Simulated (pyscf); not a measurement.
6 gas-phase steps of one pattern: hydrogen abstraction on the doublet surface, H–N or H–P broken and H–Si formed. Single points on ωB97X-D3(BJ)/def2-SVP structures (PySCF, gas phase). Electronic energies in kcal/mol, from the separated reactants; ΔE‡ at ωB97M-D3(BJ)/def2-TZVP, beside the barrier at B3LYP-D3(BJ)/def2-TZVP on the same structures. Rows were drawn at random from the steps of this pattern with a verified saddle, stable references and no exit in the data more than 5 kcal/mol lower.

```
row                                                                                                               step  ΔE‡(B3LYP-D3(BJ))   ΔE‡
---  -----------------------------------------------------------------------------------------------------------------  -----------------  ----
1                          H₂N–NH₂ (SMILES NN) + SiH₃• (SMILES [SiH3]) → •HN–NH₂ (SMILES [NH]N) + SiH₄ (SMILES [SiH4])                5.4   9.9
2            PH₃ (SMILES P) + •H₂Si–SiH₃ (SMILES [SiH2][SiH3]) → PH₂• (SMILES [PH2]) + H₃Si–SiH₃ (SMILES [SiH3][SiH3])                0.9   4.6
3                        F–SiH•–F (SMILES F[SiH]F) + NH₃ (SMILES N) → F–SiH₂–F (SMILES F[SiH2]F) + NH₂• (SMILES [NH2])               16.3     ?
4    Cl–Si•(Cl)–Cl (SMILES Cl[Si](Cl)Cl) + NH₃ (SMILES N) → Cl–SiH(Cl)–Cl (SMILES Cl[SiH](Cl)Cl) + NH₂• (SMILES [NH2])               19.4  21.3
5    •H₂Si–NH–SiH₃ (SMILES [SiH2]N[SiH3]) + NH₃ (SMILES N) → H₃Si–NH–SiH₃ (SMILES [SiH3]N[SiH3]) + NH₂• (SMILES [NH2])               19.9  22.5
6                        H₂N–SiH₂• (SMILES N[SiH2]) + NH₃ (SMILES N) → H₂N–SiH₃ (SMILES N[SiH3]) + NH₂• (SMILES [NH2])               20.3  23.1
```

**Question.** From a straight line through the complete rows, estimate the missing barrier and say how far the line can be trusted.

**Answer.** Over the 5 complete rows the means are +13.2 (ΔE‡(B3LYP-D3(BJ))) and 16.3 (ΔE‡); least squares gives b = 0.91 and a = 4.3 kcal/mol, with residuals of 0.5 kcal/mol (root mean square; largest 0.7, row 1). For row 3: 4.3 + 0.91 × (+16.3) = 19.1 kcal/mol. The computed barrier is 18.9 kcal/mol, 0.2 under the line. The line follows the complete rows closely. Each barrier is that of the saddle found.
